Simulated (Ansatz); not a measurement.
What a trial cell of AsF relaxes into

The calculation used DFT PBE, scalar-relativistic, plane waves, PAW (Ansatz 0.2.0). Cutoff 420 eV, Γ-centred k mesh, Gaussian smearing, no spin polarisation in the final step.

AsF was placed on the zinc blende structure type (F-43m, No. 216), with As in place of Zn, F in place of S, at a guessed volume.

```yaml
crystal:
  lattice:
    - [0.00000, 2.59835, 2.59835]
    - [2.59835, 0.00000, 2.59835]
    - [2.59835, 2.59835, 0.00000]
  atoms:
    - { symbol: As, position: [0.00000, 0.00000, 0.00000] }
    - { symbol: F, position: [0.75000, 0.75000, 0.75000] }
```

Cell and atoms relax at zero pressure; the relaxation can't lower the symmetry of the start. After a coarse first stage the cell is made exact in the group found at 0.06 Å.

Energies over the elements count from the elements' standard structures at the same level (F₂ as a molecule), with no empirical corrections.

(1) Describe the relaxed structure.

(2) What are its volume, energy, density and gap?

Answers

(1) It keeps F-43m (No. 216). The result has the zinc blende structure. Conventional cell: a = 5.408 Å. As is coordinated by 4 F at 2.34 Å; around F lie 4 As at 2.34 Å.

```xyz
2
Lattice="0.0000 2.7040 2.7040 2.7040 0.0000 2.7040 2.7040 2.7040 0.0000" Properties=species:S:1:pos:R:3 pbc="T T T"
As    0.0000    0.0000    0.0000
F     4.0560    4.0560    4.0560
```

(2) The volume per atom is 19.77 Å³. The density is 3.94 g/cm³, the energy over the elements is -0.04 eV/atom and the gap on the 18×18×18 mesh is 0 eV (a metal).

The final run used a 18×18×18 mesh on its 2-atom cell and 0.10 eV smearing. For metals, differences of a few meV/atom aren't resolved. A structure relaxed within its symmetry needn't be a true minimum. The steps took roughly 50 core-seconds in all.

Cost: 3 runs of about 0.76 core-minutes in all, on Arm Neoverse V2 (shared hosts).